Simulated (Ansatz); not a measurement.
Reaction (SMILES): F[SiH2]F + 2 [H][H] (H2) → 2 F (HF) + [SiH4] (SiH4)
B3LYP-D3(BJ)/def2-TZVP geometries, fixed; electronic energies without zero-point terms.

Core correlation in the energy of full hydrogenation at MP2 with Ansatz (an electronic-structure program), in kcal/mol: frozen core against 1s of Al to Cl frozen alone. Core-valence sets carry the plain set on hydrogen. Costs are rough ratios of core time on shared machines of one kind.

| basis | functions, most | frozen core |
|---|---|---|
| cc-pV(D+d)Z | 61 | 50.23 |
| cc-pCVDZ | 73 | 44.79 |
| cc-pV(T+d)Z | 127 | 60.10 |
| cc-pCVTZ | 173 | 60.08 |
| cc-pwCVTZ | 173 | 61.64 |
| cc-pV(Q+d)Z | 234 | 60.75 |
| cc-pCVQZ | 337 | 60.98 |
| cc-pwCVQZ | 337 | 61.16 |

How large is the core term in each set?

The largest core-valence set, cc-pwCVQZ, gives a core term of -0.48 kcal/mol; the valence set cc-pV(Q+d)Z, which lacks functions for the core, gives -0.95. By row: cc-pV(D+d)Z -0.12, cc-pCVDZ -0.28, cc-pV(T+d)Z -0.67, cc-pCVTZ -0.76, cc-pwCVTZ -0.61, cc-pV(Q+d)Z -0.95, cc-pCVQZ -0.55, cc-pwCVQZ -0.48.
